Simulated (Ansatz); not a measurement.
Mulliken charges of CHS, SMILES `[CH]=S` radical from ωB97M-V/def2-TZVPP in Ansatz (PBE0-D4/def2-TZVP geometry).

```json
{"atom": "C1", "x (Å)": "-0.152", "y (Å)": "0.344", "z (Å)": "-0.043", "charge (e)": "-0.134"}
{"atom": "S2", "x (Å)": "1.142", "y (Å)": "-0.221", "z (Å)": "0.602", "charge (e)": "-0.016"}
{"atom": "H3", "x (Å)": "-0.990", "y (Å)": "-0.123", "z (Å)": "-0.559", "charge (e)": "0.150"}
```

Problem. By hand: the dipole of these point charges (1 e Å = 4.8032 D).

Solution. Σ q r = (-0.146, -0.061, -0.088) e Å, of length 0.181 e Å = 0.87 D.

Problem. How does the dipole of the full density compare? (An estimate is asked.)

Solution. The calculation gave: (-0.113, -0.162, -0.081) e Å, 1.03 D; the point charges give 0.84 times that, at 30° from its direction.

Point charges leave out the atoms' own dipoles, such as those of lone pairs, and Mulliken's split depends on the basis, so the two needn't agree.
